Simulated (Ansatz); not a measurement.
This geometry of C5H12O (18 atoms, charge 0, multiplicity 1) is a first-order saddle point.

All numbers below come from RKS PBE0-D4/STO-3G (Ansatz).

```xyz
18
Properties=species:S:1:pos:R:3
C 0.903 -0.066 1.494
C 0.680 -0.040 -0.037
C 1.349 -1.262 -0.710
C -0.844 -0.019 -0.413
C -1.582 1.215 0.169
O -0.951 -0.098 -1.874
H 1.973 -0.163 1.716
H 0.381 -0.920 1.945
H 0.538 0.854 1.967
H 1.138 0.876 -0.446
H 1.147 -1.247 -1.788
H 0.949 -2.195 -0.294
H 2.434 -1.247 -0.550
H -1.305 -0.934 0.024
H -2.630 1.220 -0.160
H -1.573 1.192 1.265
H -1.103 2.146 -0.164
H -1.541 0.702 -2.091
```

Problem. Which two structures does it join? (They come from a converged band through this point; their orientation in space is the band's.)

Solution. No bond is made or broken. The dihedral C5–C4–O6–H18 goes from -58 to 61°.

First end point:

```xyz
18
Properties=species:S:1:pos:R:3
C 0.885 -0.094 1.503
C 0.695 -0.020 -0.030
C 1.358 -1.235 -0.723
C -0.815 0.049 -0.431
C -1.540 1.282 0.183
O -0.840 0.084 -1.891
H 1.949 -0.213 1.743
H 0.342 -0.953 1.918
H 0.524 0.817 1.994
H 1.178 0.899 -0.404
H 1.182 -1.187 -1.805
H 0.933 -2.173 -0.343
H 2.439 -1.243 -0.537
H -1.315 -0.870 -0.047
H -2.570 1.341 -0.193
H -1.581 1.207 1.276
H -1.019 2.209 -0.088
H -1.844 0.110 -2.074
```

Last end point:

```xyz
18
Properties=species:S:1:pos:R:3
C 0.907 -0.048 1.469
C 0.631 -0.043 -0.052
C 1.285 -1.268 -0.734
C -0.907 -0.031 -0.377
C -1.625 1.215 0.217
O -1.147 -0.152 -1.811
H 1.986 -0.126 1.656
H 0.414 -0.905 1.946
H 0.544 0.871 1.944
H 1.071 0.873 -0.484
H 0.993 -1.303 -1.792
H 0.949 -2.197 -0.255
H 2.379 -1.216 -0.665
H -1.359 -0.942 0.065
H -2.672 1.230 -0.112
H -1.607 1.193 1.313
H -1.139 2.141 -0.120
H -0.740 0.719 -2.156
```

Problem. How far does it lie above each of them?

Solution. 1.8 kcal/mol above the first and 2.7 kcal/mol above the second. This is the barrier of this one path; another mechanism may lie lower. Limits of this set-up: minimal basis.

The run took 65 s on 1 thread of Intel(R) Xeon(R) 6975P-C (Granite Rapids), with other jobs on the host, peak memory 0.14 GiB.
